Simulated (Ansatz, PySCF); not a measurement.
Molecule: but-2-yne, C4H6 (charge 0, singlet). SMILES: CC#CC
Geometry from a B3LYP-D3(BJ)/def2-TZVP (Ansatz, a first-principles code) optimisation:
```xyz
10

C     -0.0002     0.0011     2.0565
C     -0.0001     0.0003     0.6006
C      0.0001    -0.0003    -0.6006
C      0.0002    -0.0011    -2.0565
H     -0.0090     1.0202     2.4498
H     -0.8782    -0.5156     2.4506
H      0.8864    -0.5005     2.4508
H     -0.0085     1.0175    -2.4509
H      0.8870    -0.5032    -2.4500
H     -0.8777    -0.5183    -2.4502
```

Wanted: atomisation energy (electronic, to ground-state atoms), in kJ/mol. Correlated levels leave the core frozen unless marked. Open shells are spin-unrestricted. No spin-orbit coupling. Non-relativistic. The coupled-cluster limit lacks core correlation, which all-electron functionals hold. CBS(X,Y): correlation extrapolated as X^-3; Hartree-Fock from the larger set. [CCSD(T)-MP2]/basis is that difference in the basis named.

| level | program | atomisation energy (kJ/mol) | minus last row | rough core time |
|---|---|---|---|---|
| HF/cc-pVQZ | Ansatz | 3156.3 | -1034.8 | under 20 s |
| B97M-V/def2-TZVPD | Ansatz | 4197.9 | 6.8 | under 20 s |
| M06-2X/def2-TZVPD | PySCF | 4199.0 | 7.9 | - |
| wB97X-V/def2-TZVPD | Ansatz | 4186.7 | -4.4 | 20 s |
| SCS-MP2/aug-cc-pVDZ | Ansatz | 3953.7 | -237.4 | - |
| CCSD(T)/STO-3G | Ansatz | 4357.5 | 166.4 | under 20 s |
| RI-MP2/CBS(cc-pVTZ,cc-pVQZ)+[CCSD(T)-MP2]/cc-pVTZ | Ansatz | 4191.1 | 0.0 | - |

Core times are rough, on shared machines, summed over the molecules involved; a dash marks a level read off another run, or run on other hardware, by another program or under a memory cap.
